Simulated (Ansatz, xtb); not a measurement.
Two isomers of CH2O2+

We compare a, the doublet with the links of `[H]/[O+]=[C]/O`, with b, the doublet with the links of `[O][CH+]O`. Both are isolated ions in the gas phase, relaxed with B3LYP/6-31G*; the shapes shown needn't be the lowest conformers.

a (Å):

```yaml
atoms:
  - { symbol: C, position_ang: [0.8720, 0.1986, 1.2172] }
  - { symbol: O, position_ang: [0.8298, -0.2834, 0.0708] }
  - { symbol: O, position_ang: [-0.0552, 0.2860, 2.0700] }
  - { symbol: H, position_ang: [-0.0290, -0.6620, -0.2597] }
  - { symbol: H, position_ang: [0.1927, 0.7079, 2.9280] }
```

b (Å):

| atom | x (Å) | y (Å) | z (Å) |
| --- | --- | --- | --- |
| C | 0.4244 | -0.1562 | 0.8938 |
| O | -0.7798 | -0.1995 | 0.5249 |
| O | 0.8602 | 0.4327 | 1.9386 |
| H | 1.1508 | -0.6775 | 0.2459 |
| H | 0.1825 | 0.8890 | 2.4954 |

**Question.** Estimate which is lower in electronic energy at CCSD(T)/def2-TZVP, and by roughly how much.

**Answer.** The CCSD(T)/def2-TZVP calculation puts structure a lower, by 0.213 eV.

How the difference moves with the method:

```tsv
level	geometry	E(b) − E(a) (eV)	departure from the last row (eV)	job, with rough time for the two
B3LYP/6-31G*	B3LYP/6-31G*	+0.074	−0.140	optimisation, 75 s
HF/def2-TZVP	B3LYP/6-31G*	−0.123	−0.336	part of the CCSD(T) run
MP2/def2-TZVP	B3LYP/6-31G*	+0.504	+0.291	part of the CCSD(T) run
CCSD(T)/def2-TZVP	B3LYP/6-31G*	+0.213		single point, 2.2 min
```

As drawn, b has 1 C–O, 1 C–H in place of 1 O–H, 1 C=O.

HF/def2-TZVP puts the two in the other order. The largest departure from CCSD(T)/def2-TZVP is that of HF/def2-TZVP, 0.336 eV. Levels run at GFN2-xTB geometries aren't shown.

With harmonic frequencies from B3LYP/6-31G* (ideal gas, rigid rotor, one conformer each, 200 K, 1 atm): the zero-point term adds +0.002 eV; ΔH is +0.214 and ΔG +0.212 eV.

Open shells are spin-unrestricted. The correlated steps freeze 3 core orbitals. Programs: Ansatz 0.2.0; the last row on 1 thread of AMD EPYC (Zen 3) on a shared host.
